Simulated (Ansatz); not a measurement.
The same path of C₂H₆ (8 atoms, charge 0, multiplicity 1) was run twice with different band settings. The coordinate that changes most is the dihedral H3–C1–C2–H6.

Theory: RKS PBE0/def2-SVP (Ansatz 0.2.0).

Relaxed end points:

```xyz
8
Properties=species:S:1:pos:R:3
C -0.327 0.132 -0.673
C 0.327 -0.132 0.673
H 0.071 -0.533 -1.455
H -1.416 -0.026 -0.632
H -0.159 1.168 -1.008
H -0.071 0.533 1.455
H 1.416 0.026 0.632
H 0.159 -1.168 1.008
```

```xyz
8
Properties=species:S:1:pos:R:3
C -0.327 0.132 -0.673
C 0.327 -0.132 0.673
H -0.843 -0.762 -1.055
H -1.074 0.939 -0.609
H 0.413 0.432 -1.431
H -0.413 -0.432 1.431
H 0.843 0.762 1.055
H 1.074 -0.939 0.609
```

Common settings: spring 5.0 eV/Å²; optimiser quadratic models (default); start path IDPP; force threshold 0.05 eV/Å; iteration limit 60; end points relaxed.

| run | movable images | climbing image |
| --- | --- | --- |
| 1 | 5 | yes |
| 2 | 2 | no |

**Question.** What does each run give, and how far can it be trusted?

**Answer.** Run 1: converged after 4 iterations, highest image 0.128 eV above the first end. A vibrational analysis at the climbing image gives one clearly imaginary mode, 311i cm⁻¹: a first-order saddle point.
Run 2: converged after 4 iterations, highest image 0.097 eV above the first end. No image climbed, so the highest image needn't sit at the top of the path. So few images can step over the top or miss a turn of the path.
